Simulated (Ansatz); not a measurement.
hcp Os, relaxed in Ansatz (plane waves) with several semilocal functionals. Each gives its own volume and its own bulk modulus:

```tsv
level	V0 (Å³/atom)	bulk modulus (GPa)	ln V0	ln B0
LDA	13.699	447.8	2.6173	6.1043
r²SCAN	14.016	427.2	2.6402	6.0573
PBE	14.276	396.9	2.6586	5.9837
```

**Question.** Fit a straight line to ln B0 against ln V0. What does it predict for PBEsol, whose volume is 13.891 Å³/atom?

**Answer.** With x = ln V0 and y = ln B0: means 2.63870 and 6.04843; Σ(Δx Δy) = -0.002470, Σ(Δx²) = 0.0008562, so the slope is -2.88. At x = 2.6312 the line gives y = 6.04843 + (-2.88) × (2.6312 − 2.63870) = 6.0700, or 432.7 GPa. The run with PBEsol gives 431.4 GPa, -0.3 % from the line. The rows used scatter about it by up to 1.3 %, while the largest value lies 13 % above the smallest. For comparison, PBE's own equation of state has B′ = 4.8, the slope −d ln B/d ln V at a fixed functional; the two needn't agree, since functionals also differ at one volume.

Measured: 425 GPa (measured, zero-point energy and finite temperature contributions removed; as tabulated in doi:10.1021/acs.jctc.3c00612).

Ansatz's density-functional and Hartree–Fock values are scalar-relativistic unless marked +SOC, with PAW data made under PBE.

Ansatz is an electronic-structure program.
